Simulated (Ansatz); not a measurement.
## C2H, SMILES [C]#C: vertical and adiabatic energies of changing the electron count

Program: the Python package of Ansatz (0.2.0).

`c2h.py`
```python
import itertools

import ansatz
from ase import Atoms
from ase.data import atomic_numbers, covalent_radii
import numpy as np

BASIS = "def2-SVP"
XC = "r2SCAN"
CHARGE = 1

atoms = Atoms(["C", "C", "H"], positions=[
    (0.61115, 0.86989, 0.43227),
    (-0.02371, -0.03368, -0.01621),
    (-0.58744, -0.83621, -0.41607),
])
molecule = ansatz.Crystal.molecule_from_ase(atoms)

job = (
    molecule.calculation()
    .basis(gaussian=BASIS)
    .functional(XC)
    .spin("collinear", total=1)
    .scf(lower_state_search="off")
)
symbols = [site.symbol for site in molecule.cartesian_sites]
start = np.array([site.position_ang for site in molecule.cartesian_sites], dtype=float)
data = job.relax(force_tolerance=0.01, max_steps=100).run().report
end = np.array(data["positions_ang"])

minimum = ansatz.Crystal.molecule()
for symbol, place in zip(symbols, end):
    minimum = minimum.atom(symbol, place.tolist())
ion = minimum.calculation()
ion = ion.basis(gaussian=BASIS).functional(XC)
ion = ion.scf(lower_state_search="off")
ion = ion.charge(CHARGE)
vertical = ion.run().report
settled = ion.relax(force_tolerance=0.01, max_steps=80).run().report
print(f"vertical ionisation energy   {vertical['free_energy_ev'] - data['free_energy_ev']:.3f} eV")
print(f"adiabatic, no zero point     {settled['free_energy_ev'] - data['free_energy_ev']:.3f} eV")
print(f"relaxation energy of the ion {vertical['free_energy_ev'] - settled['free_energy_ev']:.3f} eV")
ionised = np.array(settled["positions_ang"])
radius = [covalent_radii[atomic_numbers[s]] for s in symbols]
span = lambda where, i, j: np.linalg.norm(where[i] - where[j])
bonded = [(i, j) for i, j in itertools.combinations(range(len(symbols)), 2) if min(span(end, i, j), span(ionised, i, j)) < 1.2 * (radius[i] + radius[j])]
print("pair        before    after (A)")
for i, j in bonded:
    print(f"{symbols[i]}{i}-{symbols[j]}{j}".ljust(10), f"{span(end, i, j):8.4f} {span(ionised, i, j):8.4f}")
```

```console
$ python c2h.py
vertical ionisation energy   14.139 eV
adiabatic, no zero point     13.377 eV
relaxation energy of the ion 0.762 eV
pair        before    after (A)
C0-C1        1.2164   1.3305
C1-H2        1.0762   1.1106
```

The settings weren't tested for convergence. The energies are electronic: no zero-point or thermal terms, and the basis set is short of its limit. The product may relax into another structure. Each relaxation finds its nearest minimum, which needn't be the lowest. The run takes the species as open-shell (spin multiplicity 2), which needn't be its ground state. The expectation value of S² is noticeably off S(S+1) in at least one run, so that state is spin-contaminated. Only the spin states typed were run; another state of an ion can lie lower, by up to an eV or two. Wall time of the script: 5.3 s on 1 thread of AMD EPYC 9B14 (Zen 4), on a shared host, peak memory 0.17 GiB.
